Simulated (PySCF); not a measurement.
Atom-mapped SMILES (the numbers label the heavy atoms): `[CH3:1][n:2]1[cH:3][cH:4][cH:5][n:6]1` (H(Xn): hydrogen on atom n).

Geometry: PBE0-D3(BJ)/def2-TZVP; GIAO absolute shieldings from PySCF 2.14, gas phase, non-relativistic, averaged over equivalent atoms.

At wB97X-D/pcSseg-2 (300 basis functions, 51 s wall time on 1 thread of an AMD EPYC 7R43 64-Core, shared host):
```
atoms  σ (ppm)
   C5     37.6
   C3     48.5
   C4     69.8
   C1    145.2
   N6    -93.7
   N2     32.8
H(C5)    24.05
H(C3)    24.14
H(C4)    25.08
H(C1)    27.74
```

Q: What do these become at PBE0/pcSseg-2?

A: 
```json
{"atoms": "C5", "σ at PBE0/pcSseg-2": "39.5", "change": "+1.9"}
{"atoms": "C3", "σ at PBE0/pcSseg-2": "50.9", "change": "+2.4"}
{"atoms": "C4", "σ at PBE0/pcSseg-2": "70.7", "change": "+0.9"}
{"atoms": "C1", "σ at PBE0/pcSseg-2": "145.2", "change": "+0.0"}
{"atoms": "N6", "σ at PBE0/pcSseg-2": "-90.6", "change": "+3.1"}
{"atoms": "N2", "σ at PBE0/pcSseg-2": "34.1", "change": "+1.3"}
{"atoms": "H(C5)", "σ at PBE0/pcSseg-2": "23.96", "change": "-0.09"}
{"atoms": "H(C3)", "σ at PBE0/pcSseg-2": "24.05", "change": "-0.09"}
{"atoms": "H(C4)", "σ at PBE0/pcSseg-2": "24.97", "change": "-0.11"}
{"atoms": "H(C1)", "σ at PBE0/pcSseg-2": "27.59", "change": "-0.15"}
```

The largest change is at N6 (pyridine-type nitrogen of an azole). Cost: 300 basis functions, 40 s wall time on 1 thread of an AMD EPYC 7R43 64-Core, shared host. The order of the carbon signals is the same at both levels.
